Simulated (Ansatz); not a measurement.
Chalcopyrite ZnGeP2 was calculated with PBEsol-D3(BJ) in Ansatz (PAW).

Numerical settings: plane-wave cutoff 520 eV, 10×10×10 k mesh, Fermi–Dirac smearing 0.01 eV, scalar-relativistic PAW data made under PBE.

Response to compression and expansion (c/a stays at 1.975):

Shape and atoms are relaxed at each volume.

```csv
V (Å³/atom),P (GPa),direct gap at Γ (eV),smallest gap on the k mesh (eV)
18.384,4.00,1.082,0.985
18.767,1.89,1.132,1.021
19.150,0.00,1.181,1.054
19.533,-1.70,1.225,1.084
19.916,-3.21,1.268,1.112
```

The fundamental gap (1.03 eV at the equilibrium volume, with added k points) lies elsewhere than Γ–Γ.

Measured, for comparison: band gap 2.05 eV (temperature not stated, no zero-point or thermal correction, pseudodirect, our sources range from 1.80 to 2.20; as tabulated in Rashkeev et al. (1999), arXiv:cond-mat/9809378).

Note: the bulk modulus comes from volumes at which shape and atoms were relaxed.

Spin–orbit coupling is not included.

Ansatz is a first-principles code.
